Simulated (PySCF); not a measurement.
A spin–spin coupling run with PySCF 2.14 (density fitting, non-relativistic, gas phase) on carbonyl fluoride, CF₂O:

```
$ OMP_NUM_THREADS=1 python probes_run.py task.json out

{"job": {"kind": "j", "xc": "PBE", "basis": "pcJ-1"}, "charge": 0, "multiplicity": 1}
O     -0.347305     1.056812     0.793596
C     -0.062863     0.027963     0.311742
F      0.943714    -0.731039     0.656937
F     -0.698776    -0.562616    -0.664959
```

Hardware: 1 thread of an AMD EPYC 9R14, shared host. The job also computes field gradients.

(1) How large is the calculation?

(2) How long does it take, and how much memory does it need?

(3) And these other runs on the same molecule and hardware: GIAO shielding at PBE0/IGLO-III; GIAO shielding at PBE0/aug-cc-pVDZ; GIAO shielding at PBE0/cc-pVDZ; GIAO shielding at PBE0/cc-pVTZ; GIAO shielding at PBE0/pcSseg-0; GIAO shielding at PBE0/pcSseg-3?

Answers

(1) 32 electrons, 108 basis functions and 373 auxiliary functions.

(2) 2.6 s of wall time, with 14 SCF cycles; peak memory 0.33 GiB. Times on a shared host scatter by some tens of per cent.

(3) PBE0/IGLO-III: 140 functions, 3.5 s; PBE0/aug-cc-pVDZ: 92 functions, 2.3 s; PBE0/cc-pVDZ: 56 functions, 1.6 s; PBE0/cc-pVTZ: 120 functions, 3.2 s; PBE0/pcSseg-0: 36 functions, 1.2 s; PBE0/pcSseg-3: 288 functions, 13 s.
